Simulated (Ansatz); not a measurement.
Input and output for C$_{4}$H$_{6}$S (`C#CSCC`).

```yaml
crystal:
  periodic: [false, false, false]
  atoms:
    - {symbol: C, position_ang: [1.602342, 0.701326, -1.753682]}
    - {symbol: C, position_ang: [0.890271, -0.081097, -1.419447]}
    - {symbol: S, position_ang: [-0.072659, -1.204961, -0.994058]}
    - {symbol: C, position_ang: [-0.985653, -0.413268, 0.163980]}
    - {symbol: C, position_ang: [-0.255029, -0.007742, 1.275365]}
    - {symbol: H, position_ang: [2.229374, 1.390671, -2.053689]}
    - {symbol: H, position_ang: [-1.447825, 0.357261, -0.283768]}
    - {symbol: H, position_ang: [-1.686306, -1.092422, 0.407776]}
    - {symbol: H, position_ang: [0.180035, -0.791428, 1.727758]}
    - {symbol: H, position_ang: [-0.858616, 0.448281, 1.938431]}
    - {symbol: H, position_ang: [0.464234, 0.640848, 1.010377]}
basis:
  gaussian: {orbitals: STO-3G, fitting: {mean_field: def2-universal-jkfit}}
hamiltonian: {xc: {name: rPW86-PBE}}
output: {forces: true}
```

```sh
$ ansatz run in.yaml --threads 4 --pin off --events-out ev --progress --plain --max-ram 10444MiB
```

Output, abridged:

```
Functional definition: rPW86-PBE
536 factors; integrals over basis functions are off by at most 8.7e-3 eV
mean field evaluation 1: about -14920.9539 eV, gradient 1.8e1 eV
mean field evaluation 2: about -14918.3146 eV, gradient 3.5e1 eV
mean field evaluation 4: about -14922.0058 eV, gradient 8.2e-1 eV
mean field evaluation 8: about -14922.0026 eV, gradient 5.7e-3 eV
mean field -14922.00258524 eV, -548.3734805110 hartree, gradient 1.4e-5 eV, S^2 0.000000; 0 other end points of the search recorded, 0 dependent functions left out
reference -14922.00265505 eV, -548.3734830764 hartree; 23, 23 occupied and 12, 12 virtual orbitals, 536 factors
Total energy: -14922.00265505 eV, -548.3734830764 hartree
Atom 0 at     1.602342     0.701326    -1.753682 Å, force     7.310471     8.022367    -3.424134 eV/Å
Atom 1 at     0.890271    -0.081097    -1.419447 Å, force    -5.219677    -5.547195     2.514194 eV/Å
Atom 2 at    -0.072659    -1.204961    -0.994058 Å, force    -1.762841    -9.902405    -2.516913 eV/Å
Atom 3 at    -0.985653    -0.413268     0.163980 Å, force    -1.332638    -0.204064    -0.921477 eV/Å
Atom 4 at    -0.255029    -0.007742     1.275365 Å, force     0.604987     0.753292     1.872927 eV/Å
Atom 5 at     2.229374     1.390671    -2.053689 Å, force     3.741475     4.105445    -1.785036 eV/Å
Atom 6 at    -1.447825     0.357261    -0.283768 Å, force    -2.677577     4.118789    -1.944480 eV/Å
Atom 7 at    -1.686306    -1.092422     0.407776 Å, force    -3.808362    -3.112366     1.487694 eV/Å
Atom 8 at     0.180035    -0.791428     1.727758 Å, force     2.260994    -3.877809     2.438115 eV/Å
Atom 9 at    -0.858616     0.448281     1.938431 Å, force    -2.829247     2.309736     3.476470 eV/Å
Atom 10 at     0.464234     0.640848     1.010377 Å, force     3.712416     3.334210    -1.197359 eV/Å
Dipole moment:    -0.218090     0.003578     0.210462 e Å
```

Hardware: 4 threads of an Arm Neoverse V1 on a shared host. Wall time 1.2 s, peak host memory 0.14 GiB.
